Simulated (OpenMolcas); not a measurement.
# How methods differ on PNH4 (SMILES N=[PH3])

The species is PNH4 (6 atoms), meant as a singlet with charge 0. SMILES: `N=[PH3]`. Geometry: relaxed at GFN2-xTB.

```xyz
6

N     0.6145   -0.7126    0.8681
P    -0.1568    0.2251   -0.0815
H     1.0353   -1.5193    0.4338
H    -1.2997   -0.1796   -0.7813
H     0.4653    0.9308   -1.1183
H    -0.6585    1.2556    0.6793
```

Each level gives the energy change with the P2–H5 bond stretched from 1.400 to 2.450 Å (eV). The values are calculated.

| level | kind | program | value (eV) | less FCI/STO-3G |
| --- | --- | --- | --- | --- |
| HF/STO-3G (restricted) | Hartree–Fock | OpenMolcas | 4.96 | +3.11 |
| SVWN5/STO-3G (restricted) | LDA | OpenMolcas | 2.78 | +0.93 |
| r2SCAN/STO-3G (restricted) | meta-GGA | OpenMolcas | 2.88 | +1.03 |
| PBE0/STO-3G (restricted) | global hybrid | OpenMolcas | 3.25 | +1.40 |
| B2PLYP/STO-3G (restricted) | double hybrid | OpenMolcas | 2.92 | +1.07 |
| MP2/STO-3G (restricted) | perturbation theory | OpenMolcas | 2.87 | +1.02 |
| MRCI(2,2)/STO-3G | multireference | OpenMolcas | 1.85 | 0.00 |
| SC-NEVPT2(2,2)/STO-3G | multireference | OpenMolcas | 1.91 | +0.06 |
| CISD/STO-3G (restricted) | coupled cluster or CI | OpenMolcas | 2.62 | +0.77 |
| FCI/STO-3G | exact in the basis | OpenMolcas | 1.85 | 0.00 |

FCI/STO-3G is exact within its basis and frozen core, so for wave-function methods in that basis the difference is their error; functionals converge differently with the basis, so for them it is only a difference. Spin-restricted single references rise too steeply as a bond breaks, Hartree–Fock most of all. The first shape isn't each level's own minimum. The values span 1.85 to 4.96 eV. All rows use very small basis sets, so even the best lies far from the true value.
